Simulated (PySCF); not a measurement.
Numbering as in the mapped SMILES `[CH3:1][C@@:2]12[CH2:3][C@@H:4]1[C@H:5]2[F:6]` (H(Xn): hydrogen on atom n). Ha(C3) is cis to C5 on the ring; Hb(C3) is trans to C5 on the ring.

Geometry: PBE0-D3(BJ)/def2-SVP; GIAO shifts from PySCF, gas phase, non-relativistic, averaged over equivalent atoms.

At B97-2/pcSseg-1 (137 basis functions, 20 s wall time on 1 thread of an Intel Xeon Platinum 8175M, shared host):
```tsv
atoms	δ (ppm)
C5	82.1
C3	17.7
C1	10.3
C2	9.2
C4	7.5
F6	-199.4
H(C5)	3.42
H(C1)	1.57
H(C4)	1.46
Hb(C3)	0.96
Ha(C3)	0.13
```

Chemical shifts δ = σref − σ; 13C (σref 183.69) and 1H (σref 31.38) against TMS; 19F (σref 178.12) vs CFCl3, all at this level.

Predict the values at PBE0/6-311+G(2d,p) on the same geometry.

## Answers


| atoms | δ at PBE0/6-311+G(2d,p) | change |
| --- | --- | --- |
| C5 | 82.3 | +0.2 |
| C3 | 17.2 | -0.5 |
| C1 | 8.5 | -1.8 |
| C2 | 11.6 | +2.4 |
| C4 | 8.5 | +1.0 |
| F6 | -204.8 | -5.4 |
| H(C5) | 3.44 | +0.02 |
| H(C1) | 1.48 | -0.09 |
| H(C4) | 1.46 | +0.00 |
| Hb(C3) | 1.02 | +0.06 |
| Ha(C3) | 0.07 | -0.06 |

Referencing at the same level of theory: 13C (σ = 186.44 ppm) and 1H (σ = 31.51 ppm) against TMS; 19F (σ = 174.75 ppm) against CFCl3.

The largest change is at F6 (fluorine on an sp3 carbon). Cost: 204 basis functions, 39 s wall time on 1 thread of an Intel Xeon Platinum 8175M, shared host. The order of the carbon signals changes between the two levels.

Unscaled 19F shifts against computed CFCl3 carry errors that often reach 10 to 50 ppm.
